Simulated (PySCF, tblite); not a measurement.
Isomers of C9H6O2, one GFN2-xTB conformer each. Single-point energies are computed at PBE0/pcSseg-1 (PySCF, gas phase, no added dispersion term), electronic only.

```
                         SMILES  GFN2-xTB relative energy (kJ/mol)
               O=c1ccc2ccccc2o1                                0.0
C#C[C@@H]1C(=O)C[C@@H](C#C)C1=O                              406.0
```

Conformers: `[CH:1]#[C:2][C@@H:3]1[C:4](=[O:5])[CH2:6][C@@H:7]([C:8]#[CH:9])[C:10]1=[O:11]` with C2–C3–C4–O5 86°, C3–C4–C6–C7 -28°, C4–C6–C7–C8 -95°, C6–C7–C10–O11 173°.

Question: What does PBE0/pcSseg-1 give for the same structures?

Answer: 
| SMILES | PBE0/pcSseg-1 E (Eh) | PBE0/pcSseg-1 (kJ/mol) | GFN2-xTB (kJ/mol) | point group |
| --- | --- | --- | --- | --- |
| O=c1ccc2ccccc2o1 | -496.40327 | 0.0 | 0.0 | Cs |
| C#C[C@@H]1C(=O)C[C@@H](C#C)C1=O | -496.22641 | 464.4 | 406.0 | C1 |

Both levels put the same isomer lowest. 

Question: Which frontier levels, dipoles and rotational constants go with these structures?

Answer: 
```json
{"SMILES": "O=c1ccc2ccccc2o1", "HOMO (eV, PBE0/pcSseg-1)": "-7.09", "LUMO (eV)": "-2.07", "dipole (D)": "5.01", "A, B, C (MHz)": "2862, 894.1, 681.3"}
{"SMILES": "C#C[C@@H]1C(=O)C[C@@H](C#C)C1=O", "HOMO (eV, PBE0/pcSseg-1)": "-7.39", "LUMO (eV)": "-1.78", "dipole (D)": "2.06", "A, B, C (MHz)": "1790, 969.0, 728.7"}
```

Question: What happens when harmonic zero-point energies from GFN2-xTB frequencies are added?

Answer: 
```json
{"SMILES": "O=c1ccc2ccccc2o1", "ZPE (kJ/mol)": "323.2", "electronic (kJ/mol)": "0.0", "with ZPE (kJ/mol)": "0.0"}
{"SMILES": "C#C[C@@H]1C(=O)C[C@@H](C#C)C1=O", "ZPE (kJ/mol)": "306.7", "electronic (kJ/mol)": "464.4", "with ZPE (kJ/mol)": "447.8"}
```

The zero-point energies span 16.5 kJ/mol. The order is unchanged.
